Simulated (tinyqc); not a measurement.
Inside a calculation. Method: coupled-perturbed Hartree-Fock on RHF in the sto-3g basis, for CH3-, spin multiplicity 1. The basis has no diffuse functions, so it cannot describe the extra electron: this is an exercise in the method, not the real anion. One step of it, computed by the program tinyqc.

Task: Coupled step 2. U_ai = -(mu_ai + sum_bj [4 (ai|bj) - (ab|ij) - (aj|bi)] U_bj) / (e_a - e_i); alpha = -4 sum U_ai mu_ai.

U after step 1:
```
          i1         i2         i3         i4         i5
a6  0.000556   0.000868   0.000040   0.000000  -0.636615
a7  0.000000   0.000000   0.000000  -0.112273   0.000000
a8  0.000000  -0.000006  -0.112243   0.000000  -0.000134
```

dipole integrals <a|z|i> (bohr):
```
           i1        i2         i3        i4        i5
a6  -0.015546  0.011278  -0.000051  0.000000  0.397810
a7   0.000000  0.000000   0.000000  0.139831  0.000000
a8  -0.000006  0.000012   0.139878  0.000000  0.000105
```

orbital energies (hartree): MO1 -10.374121, MO2 -0.411427, MO3 -0.096217, MO4 -0.096014, MO5 0.223839, MO6 1.072554, MO7 1.231186, MO8 1.231754

Two-electron integrals over orbitals (pq|rs), unique and non-zero (hartree):
```
(11|11) 3.500889    (21|11) -0.279483   (21|21) 0.034834    (22|11) 0.680305
(22|21) -0.007895   (22|22) 0.494082    (31|11) 2.74e-06    (31|21) 6.15e-07
(31|22) 3.15e-06    (31|31) 0.006110    (32|11) 0.000035    (32|21) 1.42e-06
(32|22) 0.000052    (32|31) 0.011128    (32|32) 0.124936    (33|11) 0.583576
(33|21) -0.002815   (33|22) 0.475253    (33|31) 0.003462    (33|32) 0.068240
(33|33) 0.526623    (41|41) 0.006110    (42|41) 0.011123    (42|42) 0.124851
(43|41) -0.003465   (43|42) -0.068288   (43|43) 0.054196    (44|11) 0.583512
(44|21) -0.002815   (44|22) 0.475173    (44|31) -0.003467   (44|32) -0.068293
(44|33) 0.418379    (44|44) 0.526655    (51|11) -0.047286   (51|21) 0.004927
(51|22) -0.004466   (51|31) -1.86e-07   (51|32) -2.89e-07   (51|33) -0.001763
(51|44) -0.001763   (51|51) 0.022453    (52|11) 0.019470    (52|21) -0.002136
(52|22) -0.008475   (52|31) -3.31e-08   (52|32) -6.94e-07   (52|33) -0.003875
(52|44) -0.003873   (52|51) 0.021994    (52|52) 0.081546    (53|11) -0.000006
(53|21) 2.31e-07    (53|22) -2.59e-06   (53|31) 0.000760    (53|32) -0.002352
(53|33) -0.003076   (53|44) 0.003076    (53|51) -6.94e-07   (53|52) -6.06e-07
(53|53) 0.018812    (54|41) 0.000761    (54|42) -0.002348   (54|43) 0.003077
(54|54) 0.018807    (55|11) 0.849928    (55|21) -0.009600   (55|22) 0.522963
(55|31) -1.73e-07   (55|32) 0.000020    (55|33) 0.472789    (55|44) 0.472747
(55|51) 0.006164    (55|52) 0.031026    (55|53) -4.80e-06   (55|55) 0.676890
(61|11) -0.317786   (61|21) 0.040419    (61|22) -0.008221   (61|31) -4.38e-06
(61|32) -0.000007   (61|33) -0.002798   (61|44) -0.002793   (61|51) 0.003079
(61|52) -0.004896   (61|53) -2.93e-07   (61|55) -0.009743   (61|61) 0.047298
(62|11) 0.267585    (62|21) -0.008972   (62|22) 0.068918    (62|31) -3.22e-06
(62|32) -0.000019   (62|33) 0.035460    (62|44) 0.035479    (62|51) -0.005199
(62|52) -0.005077   (62|53) -1.64e-06   (62|55) 0.133000    (62|61) -0.009194
(62|62) 0.080853    (63|11) -0.000119   (63|21) 2.32e-06    (63|22) -0.000061
(63|31) 0.003431    (63|32) -0.044296   (63|33) -0.043655   (63|44) 0.043630
(63|51) 1.82e-07    (63|52) -2.59e-06   (63|53) 0.004059    (63|55) -0.000068
(63|61) -9.09e-08   (63|62) -0.000027   (63|63) 0.062741    (64|41) 0.003434
(64|42) -0.044261   (64|43) 0.043666    (64|54) 0.004060    (64|64) 0.062752
(65|11) -0.021562   (65|21) -0.001320   (65|22) -0.016382   (65|31) -7.73e-07
(65|32) -4.27e-06   (65|33) -0.006632   (65|44) -0.006628   (65|51) 0.022972
(65|52) 0.069208    (65|53) -0.000010   (65|55) 0.004489    (65|61) -0.004294
(65|62) -0.018820   (65|63) 2.82e-06    (65|65) 0.068005    (66|11) 0.696778
(66|21) -0.010922   (66|22) 0.480580    (66|31) -0.000007   (66|32) -0.000034
(66|33) 0.467454    (66|44) 0.467467    (66|51) -0.009640   (66|52) -0.021645
(66|53) -3.36e-07   (66|55) 0.505122    (66|61) -0.010562   (66|62) 0.055417
(66|63) -0.000029   (66|65) -0.027349   (66|66) 0.491729    (71|41) 0.012160
(71|42) 0.019671    (71|43) -0.005581   (71|54) 0.001569    (71|64) 0.006507
(71|71) 0.024393    (72|41) 0.008666    (72|42) 0.010514    (72|43) 0.019024
(72|54) 0.006370    (72|64) 0.043611    (72|71) 0.016070    (72|72) 0.052623
(73|41) 0.002255    (73|42) 0.048065    (73|43) -0.023585   (73|54) -0.002633
(73|64) -0.030723   (73|71) 0.004514    (73|72) -0.005113   (73|73) 0.034396
(74|11) 0.239570    (74|21) -0.004893   (74|22) 0.066815    (74|31) 0.002256
(74|32) 0.048088    (74|33) 0.062420    (74|44) 0.015291    (74|51) 0.000198
(74|52) 0.011444    (74|53) -0.002635   (74|55) 0.120567    (74|61) -0.005181
(74|62) 0.074351    (74|63) -0.030749   (74|65) -0.003087   (74|66) 0.045424
(74|74) 0.110257    (75|41) 0.002245    (75|42) 0.015216    (75|43) -0.007064
(75|54) 0.018418    (75|64) -0.004295   (75|71) 0.004319    (75|72) 0.005512
(75|73) 0.005589    (75|75) 0.026897    (76|41) 0.012105    (76|42) 0.108232
(76|43) -0.058793   (76|54) -0.002826   (76|64) -0.041388   (76|71) 0.022360
(76|72) 0.008092    (76|73) 0.047594    (76|75) 0.013310    (76|76) 0.107658
(77|11) 0.791341    (77|21) -0.009800   (77|22) 0.509092    (77|31) 0.000978
(77|32) -0.024205   (77|33) 0.458943    (77|44) 0.523679    (77|51) -0.001046
(77|52) 0.006377    (77|53) 0.003380    (77|55) 0.547020    (77|61) -0.010007
(77|62) 0.078856    (77|63) 0.034137    (77|65) -0.004566   (77|66) 0.504650
(77|74) 0.076361    (77|77) 0.586874    (81|11) -0.000081   (81|21) 0.000012
(81|22) 3.52e-06    (81|31) 0.012163    (81|32) 0.019682    (81|33) 0.005575
(81|44) -0.005585   (81|51) 5.87e-07    (81|52) -1.19e-06   (81|53) 0.001569
(81|55) -2.24e-06   (81|61) 4.14e-06    (81|62) -0.000008   (81|63) 0.006503
(81|65) -2.56e-06   (81|66) -0.000016   (81|74) 0.004514    (81|77) 0.002548
(81|81) 0.024406    (82|11) 0.000086    (82|21) -1.66e-06   (82|22) 0.000013
(82|31) 0.008665    (82|32) 0.010487    (82|33) -0.019016   (82|44) 0.019025
(82|51) -1.24e-06   (82|52) 1.82e-06    (82|53) 0.006372    (82|55) 0.000038
(82|61) -0.000008   (82|62) 0.000026    (82|63) 0.043612    (82|65) -0.000007
(82|66) -0.000008   (82|74) -0.005095   (82|77) 0.027797    (82|81) 0.016071
(82|82) 0.052616    (83|11) 0.239603    (83|21) -0.004895   (83|22) 0.066793
(83|31) -0.002254   (83|32) -0.048056   (83|33) 0.015354    (83|44) 0.062442
(83|51) 0.000199    (83|52) 0.011448    (83|53) 0.002630    (83|55) 0.120573
(83|61) -0.005180   (83|62) 0.074366    (83|63) 0.030672    (83|65) -0.003083
(83|66) 0.045462    (83|74) 0.045258    (83|77) 0.088543    (83|81) -0.004514
(83|82) 0.005152    (83|83) 0.110243    (84|41) 0.002255    (84|42) 0.048039
(84|43) -0.023567   (84|54) -0.002632   (84|64) -0.030701   (84|71) 0.004514
(84|72) -0.005103   (84|73) 0.030601    (84|75) 0.005587    (84|76) 0.047573
(84|84) 0.034367    (85|11) -0.000006   (85|21) 7.03e-08    (85|22) 8.82e-07
(85|31) 0.002246    (85|32) 0.015226    (85|33) 0.007056    (85|44) -0.007067
(85|51) 0.000006    (85|52) 0.000020    (85|53) 0.018420    (85|55) 1.96e-06
(85|61) -2.50e-06   (85|62) -0.000009   (85|63) -0.004299   (85|65) 0.000009
(85|66) -0.000013   (85|74) 0.005590    (85|77) -0.000887   (85|81) 0.004321
(85|82) 0.005510    (85|83) -0.005591   (85|85) 0.026899    (86|11) -0.000035
(86|21) 2.30e-06    (86|22) 0.000029    (86|31) 0.012107    (86|32) 0.108270
(86|33) 0.058709    (86|44) -0.058781   (86|51) -2.46e-06   (86|52) -0.000010
(86|53) -0.002827   (86|55) -0.000010   (86|61) -0.000007   (86|62) -0.000032
(86|63) -0.041396   (86|65) -0.000009   (86|66) -0.000045   (86|74) 0.047588
(86|77) -0.021745   (86|81) 0.022367    (86|82) 0.008074    (86|83) -0.047598
(86|85) 0.013316    (86|86) 0.107666    (87|41) 0.000982    (87|42) -0.024185
(87|43) 0.032391    (87|54) 0.003381    (87|64) 0.034178    (87|71) 0.002558
(87|72) 0.027784    (87|73) -0.006084   (87|75) -0.000882   (87|76) -0.021721
(87|84) -0.006072   (87|87) 0.034398    (88|11) 0.791458    (88|21) -0.009804
(88|22) 0.509138    (88|31) -0.000973   (88|32) 0.024282    (88|33) 0.523743
(88|44) 0.458891    (88|51) -0.001046   (88|52) 0.006379    (88|53) -0.003386
(88|55) 0.547059    (88|61) -0.010011   (88|62) 0.078853    (88|63) -0.034251
(88|65) -0.004564   (88|66) 0.504671    (88|74) 0.088563    (88|77) 0.518094
(88|81) -0.002544   (88|82) -0.027754   (88|83) 0.076364    (88|85) 0.000891
(88|86) 0.021767    (88|88) 0.586965
```

Give: U after step 2; polarisability.

Result:

U after step 2:
```
       i1     i2      i3      i4      i5
a6  0.000  0.000   0.000   0.000  -0.696
a7  0.000  0.000   0.000  -0.114   0.000
a8  0.000  0.000  -0.114   0.000   0.000
```

polarisability = 1.235 bohr^3
